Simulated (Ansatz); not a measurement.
# C4H8N2: the cost of one run

The runs use Ansatz 0.2.0, Gaussian basis; the settings change from run to run.

## (1) The geometry

The structure was relaxed beforehand with PBE0-D4 in a triple-zeta def2 set.

SMILES `C=C(N)C(=C)N`, 14 atoms, charge 0, spin multiplicity 1.

Atoms are counted from 1 here; the program's logs count them from 0.

Bond lengths: C1–C2 1.334 Å, C1–H7 1.084 Å, C1–H8 1.080 Å, C2–N3 1.399 Å, C2–C4 1.483 Å, N3–H9 1.009 Å, N3–H10 1.011 Å, C4–C5 1.339 Å, C4–N6 1.381 Å, C5–H11 1.079 Å, C5–H12 1.084 Å, N6–H13 1.006 Å, N6–H14 1.005 Å. Angles: C2–C1–H7 121.4°, C2–C1–H8 120.3°, H7–C1–H8 118.2°, C1–C2–N3 123.8°, C1–C2–C4 122.2°, N3–C2–C4 113.8°, C2–N3–H9 113.5°, C2–N3–H10 113.6°, H9–N3–H10 111.0°, C2–C4–C5 121.3°, C2–C4–N6 114.1°, C5–C4–N6 124.7°, C4–C5–H11 120.1°, C4–C5–H12 121.5°, H11–C5–H12 118.4°, C4–N6–H13 115.7°, C4–N6–H14 117.3°, H13–N6–H14 115.3°.

## (2) B3LYP5/aug-pcseg-2

This run has relativity set to none.

Input file in.yaml:

```yaml
crystal:
  periodic: [false, false, false]
  atoms:
    - {symbol: C, position_ang: [0.707089, 0.452482, 1.652063]}
    - {symbol: C, position_ang: [0.389594, -0.240061, 0.556665]}
    - {symbol: N, position_ang: [0.761170, -1.571309, 0.342134]}
    - {symbol: C, position_ang: [-0.491535, 0.312359, -0.500824]}
    - {symbol: C, position_ang: [-0.314975, 1.552090, -0.974565]}
    - {symbol: N, position_ang: [-1.489139, -0.550283, -0.910448]}
    - {symbol: H, position_ang: [1.382059, 0.049429, 2.398964]}
    - {symbol: H, position_ang: [0.266377, 1.421996, 1.831378]}
    - {symbol: H, position_ang: [1.399669, -1.927695, 1.037216]}
    - {symbol: H, position_ang: [1.104726, -1.750902, -0.591446]}
    - {symbol: H, position_ang: [0.497426, 2.160567, -0.607360]}
    - {symbol: H, position_ang: [-0.972949, 1.970200, -1.727426]}
    - {symbol: H, position_ang: [-1.360371, -1.515929, -0.660284]}
    - {symbol: H, position_ang: [-1.892041, -0.391943, -1.817266]}
basis:
  gaussian: {orbitals: aug-pcseg-2}
hamiltonian: {xc: {name: B3LYP5}, pseudopotentials: {relativity: none}}
output: {forces: true}
```

Run with:

```
$ ansatz run in.yaml --threads 4 --pin off --events-out ev --progress --plain --max-ram 10444MiB
```

What time and memory should one allow on 4 threads of Arm Neoverse V2, shared host?

About 13 s, with a peak of 2.4 GiB.
